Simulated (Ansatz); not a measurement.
Relaxation of ClH7Si2 (10 atoms, charge 0, multiplicity 1), to a largest force component of 0.03 eV/Å in at most 50 steps.

The calculation used RKS B3LYP/6-31G* (Ansatz 0.2.0).

```xyz
10
Properties=species:S:1:pos:R:3
Si 0.343 -0.027 -0.024
Cl 0.999 0.067 1.982
H 1.541 0.098 -0.887
H -0.582 1.100 -0.272
H -0.322 -1.325 -0.246
Si -2.857 0.020 1.227
H -2.871 -0.867 0.036
H -3.943 -0.402 2.146
H -3.102 1.422 0.803
H -1.572 -0.086 1.929
```

Question: Where does it end, and by what steps?

Answer: It converged. The force dipped under the threshold on the way, but the program's further checks kept it going. After 11 steps the energy has fallen by 0.256 eV; Cl2 moved furthest, 1.46 Å.

| step | energy less start (eV) | largest force component (eV/Å) | accepted |
| --- | --- | --- | --- |
| 0 | 0.0000 | 0.666 | yes |
| 1 | -0.1526 | 0.209 | yes |
| 2 | -0.1916 | 0.138 | yes |
| 3 | -0.2387 | 0.052 | yes |
| 4 | -0.2455 | 0.168 | yes |
| 5 | -0.2495 | 0.010 | yes |
| 6 | -0.2526 | 0.045 | yes |
| 7 | -0.2542 | 0.060 | yes |
| 8 | -0.2550 | 0.073 | yes |
| 9 | -0.2555 | 0.054 | yes |
| 10 | -0.2558 | 0.043 | yes |
| 11 | -0.2559 | 0.025 | yes |

```xyz
10
Properties=species:S:1:pos:R:3
Si 1.211 -0.042 -0.195
Cl 2.386 0.091 1.515
H 2.083 0.114 -1.384
H 0.198 1.039 -0.163
H 0.546 -1.365 -0.220
Si -3.760 0.033 1.429
H -3.688 -0.821 0.215
H -4.902 -0.400 2.274
H -3.947 1.451 1.025
H -2.495 -0.099 2.198
```

Whether the end is a true minimum wasn't checked by a vibrational analysis.

The run took 39 s on 1 thread of Arm Neoverse V1 (shared host), peak memory 0.14 GiB.
